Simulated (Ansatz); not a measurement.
Zinc-blende MgTe (metastable phase), treated with revPBE (PAW; Ansatz, an electronic-structure program).

Numerical settings: plane-wave cutoff 520 eV, 10×10×10 k mesh, Fermi–Dirac smearing 0.01 eV, scalar-relativistic PAW data made under PBE.

The direct gap at Γ against volume; x = 100 ln(V/35.405 Å³). One gap is withheld.

```
V (Å³/atom)      x  gap (eV)
-----------  -----  --------
33.280       -6.19         ?
33.988       -4.08     2.535
34.696       -2.02     2.446
35.405        0.00     2.359
36.113        1.98     2.276
36.821        3.92     2.196
37.529        5.83     2.118
```

Q: Fit a straight line to the rows shown, give the volume deformation potential and predict the withheld gap.

A: Means of the 6 rows: x̄ = 0.938, ȳ = 2.3217 eV. Σ(x − x̄)(y − ȳ) = -2.8920 and Σ(x − x̄)² = 68.720, so the slope is -0.0421 eV per unit of x, and dE_g/d ln V = -4.2 eV. At x = -6.19: 2.3217 + (-0.0421) × (-6.19 − (0.938)) = 2.622 eV. The run gives 2.628 eV, 0.006 eV above the line, as the curve bends the same way over all rows.

Measured, for comparison: band gap 3.67 eV (2 K, zero-point motion not removed; as tabulated in arXiv:1206.3780).

Spin–orbit coupling is not included; with these elements it can move the gap by several tenths of an eV or more.
